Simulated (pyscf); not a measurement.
HO–SiH₂–OH + Cl atom (Cl•) → HO–SiH(OH)–Cl + H atom (H•), a substitution at Si (doublet surface; H–Si broken, Cl–Si formed). Optimised with ωB97X-D3(BJ)/def2-SVP in PySCF. Energies in kcal/mol from the separated reactants.

Small-basis levels: PySCF, no dispersion term, spherical d functions. Open shells are spin-unrestricted. 

**Question.** Quick B3LYP/6-31G* single points give ΔE‡ = -1.7 kcal/mol and ΔE = -13.5 kcal/mol. What does ωB97M-D3(BJ)/def2-TZVP give, and how far is the quick result from it?

**Answer.** ωB97M-D3(BJ)/def2-TZVP gives ΔE‡ = -5.2 kcal/mol and ΔE = -20.8 kcal/mol. B3LYP/6-31G* lies 3.5 kcal/mol over it in the barrier and 7.3 kcal/mol over it in the reaction energy, so on this step it does not hold to within 3.0 kcal/mol. ωB97M-D3(BJ)/def2-TZVP has limits of its own. On the reactant side the descent ends in a bound adduct, 10.7 kcal/mol under the separated species and 3.7 kcal/mol under the saddle at ωB97X-D3(BJ)/def2-TZVP. At ωB97M-D3(BJ) the saddle lies under the separated reactants, which points to a path from their complex (located at ωB97X-D3(BJ) alone). This is the saddle that the search found; another between the same sides may lie lower. The angle at the attacked Si is 143°. Left out: the spin-orbit lowering of Cl.
